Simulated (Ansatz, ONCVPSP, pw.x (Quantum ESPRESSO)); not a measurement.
## What a changed setting does to a pw.x run (diamond Os)

Potential: optimised norm-conserving Vanderbilt (ONCV), ONCVPSP 4.0.1.1 (patched build), PBEsol; core [Kr] 4d10 4f14, reference 5s2 5p6 5d6.5 6s1.5; waves: 5s+6s: rc 1.60 bohr, ncon 4, nbas 7, qcut 9.5 1/bohr, 2 projectors; 5p: rc 1.85 bohr, ncon 5, nbas 10, qcut 6.1 1/bohr, 2 projectors, debl 2.2 Ha; 5d: rc 1.50 bohr, ncon 4, nbas 9, qcut 5.6 1/bohr, 3 projectors, debl 3.2 Ha; local part: polynomial inside 1.15 bohr (lpopt 5, dvloc0 2 Ha); core correction: Teter function, fcfact 2.75, rcfact 1.3.

The reference run (k-mesh 8³, cutoffs 80/320 Ry, Fermi–Dirac 0.01 Ry, mixing_beta 0.4, conv_thr 1e-9, no spin) gives -2.64 GPa at 20.823 Å³/atom, where all-electron LAPW gives 0.05 GPa. This run, with its own iteration cap, changes smearing to mv.

```
&control
  calculation='scf', prefix='x', pseudo_dir='./', outdir='./tmp', tstress=.true., disk_io='none'
/
&system
  ibrav=0, nat=2, ntyp=1, ecutwfc=80, ecutrho=320, nbnd=26,
  occupations='smearing', smearing='mv', degauss=0.01
/
&electrons
  conv_thr=1e-09, mixing_beta=0.4, electron_maxstep=60
/
ATOMIC_SPECIES
Os 1.0 Os.UPF
CELL_PARAMETERS angstrom
  0.00000000 2.75115103 2.75115103
  2.75115103 0.00000000 2.75115103
  2.75115103 2.75115103 0.00000000
ATOMIC_POSITIONS crystal
Os 0.0000 0.0000 0.0000
Os 0.2500 0.2500 0.2500
K_POINTS automatic
8 8 8 0 0 0
```

```bash
pw.x < Os.scf.in > Os.scf.out
```

How does the run end?

It converges in 8 iterations; the free energy moves by +21.8 meV/atom and the pressure by -0.34 GPa. This scheme is built to cancel the term in the square of the width that Fermi–Dirac smearing leaves in the F of a metal.

```
Message from routine setup:
     using ibrav=0 with symmetry is DISCOURAGED, use correct ibrav instead
     lattice parameter (alat)  =       7.3524  a.u.
     unit-cell volume          =     281.0411 (a.u.)^3
     number of electrons       =        32.00
     number of Kohn-Sham states=           26
     kinetic-energy cutoff     =      80.0000  Ry
     charge density cutoff     =     320.0000  Ry
     scf convergence threshold =      1.0E-09
     Exchange-correlation= PBESOL
     number of k points=    29  Marzari-Vanderbilt smearing, width (Ry)=  0.0100
     iteration #  1     ecut=    80.00 Ry     beta= 0.40
     total energy              =    -382.49800134 Ry
     estimated scf accuracy    <       0.08162371 Ry
     iteration #  2     ecut=    80.00 Ry     beta= 0.40
     total energy              =    -382.49932561 Ry
     estimated scf accuracy    <       0.01593272 Ry
     iteration #  3     ecut=    80.00 Ry     beta= 0.40
     total energy              =    -382.49947345 Ry
     estimated scf accuracy    <       0.00191714 Ry
     iteration #  4     ecut=    80.00 Ry     beta= 0.40
     total energy              =    -382.49956776 Ry
     estimated scf accuracy    <       0.00004087 Ry
     iteration #  5     ecut=    80.00 Ry     beta= 0.40
     total energy              =    -382.49957558 Ry
     estimated scf accuracy    <       0.00000432 Ry
     iteration #  6     ecut=    80.00 Ry     beta= 0.40
     total energy              =    -382.49957652 Ry
     estimated scf accuracy    <       0.00000024 Ry
     iteration #  7     ecut=    80.00 Ry     beta= 0.40
     total energy              =    -382.49957656 Ry
     estimated scf accuracy    <          2.5E-09 Ry
     iteration #  8     ecut=    80.00 Ry     beta= 0.40
     the Fermi energy is    15.6605 ev
!    total energy              =    -382.49957657 Ry
     estimated scf accuracy    <          1.7E-10 Ry
     smearing contrib. (-TS)   =       0.00065182 Ry
     The total energy is F=E-TS. E is the sum of the following terms:
     one-electron contribution =    -144.18422730 Ry
     hartree contribution      =      82.32518685 Ry
     xc contribution           =     -55.38998660 Ry
     ewald contribution        =    -265.25120134 Ry
     convergence has been achieved in   8 iterations
          total   stress  (Ry/bohr**3)                   (kbar)     P=      -29.78
     Message from routine punch:
     Nothing written, as per user request (disk_io='none')
```

The run took about 78 s on one core of a shared host (Neoverse-N1, 64 threads, 124 GiB, load 55).
